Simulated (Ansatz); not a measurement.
Geometry optimisation, UKS PBE/def2-SVP (Ansatz 0.2.0).

The input (input.yaml):

```yaml
crystal:
  periodic: [false, false, false]
  atoms:
    - { symbol: Al, position_ang: [-1.414565, -0.045622, 0.030374] }
    - { symbol: Si, position_ang: [0.918346, -0.139936, 0.089045] }
    - { symbol: H, position_ang: [-1.296995, 1.425687, -0.407521] }
    - { symbol: H, position_ang: [-2.695523, -0.976543, 0.22979] }
    - { symbol: H, position_ang: [1.356532, 1.302174, 0.146259] }
    - { symbol: H, position_ang: [1.700529, -0.889689, 1.148385] }
    - { symbol: H, position_ang: [1.431676, -0.676171, -1.236332] }
magnetization:
  spin_polarized: true
basis:
  gaussian: { orbitals: def2-SVP }
hamiltonian:
  xc: pbe
relax:
  f_tol: 0.03
  max_steps: 50
```

Launched with:

```bash
$ ansatz run input.yaml --threads 2 --pin off --max-ram 3072MiB --backend cpu --events-out ev --progress --plain --runs-dir out
```

Task: Where does it end, and by what steps?

Result: The forces met the threshold. After 5 steps the energy has fallen by 0.474 eV; H3 moved furthest, 0.77 Å.

```json
{"step": "0", "energy less start (eV)": "0.0000", "largest force component (eV/Å)": "1.380", "accepted": "yes"}
{"step": "1", "energy less start (eV)": "-0.2559", "largest force component (eV/Å)": "0.516", "accepted": "yes"}
{"step": "2", "energy less start (eV)": "-0.3606", "largest force component (eV/Å)": "0.265", "accepted": "yes"}
{"step": "3", "energy less start (eV)": "-0.4464", "largest force component (eV/Å)": "0.149", "accepted": "yes"}
{"step": "4", "energy less start (eV)": "-0.4727", "largest force component (eV/Å)": "0.035", "accepted": "yes"}
{"step": "5", "energy less start (eV)": "-0.4739", "largest force component (eV/Å)": "0.023", "accepted": "yes"}
```

```xyz
7
Properties=species:S:1:pos:R:3
Al -1.404 0.170 -0.043
Si 1.043 -0.115 0.060
H -2.042 1.557 -0.535
H -2.383 -1.039 0.348
H 1.776 1.192 0.237
H 1.476 -1.042 1.169
H 1.534 -0.724 -1.235
```

The run took 7.6 s on 2 threads of Arm Neoverse V1 (shared host), peak memory 0.12 GiB.
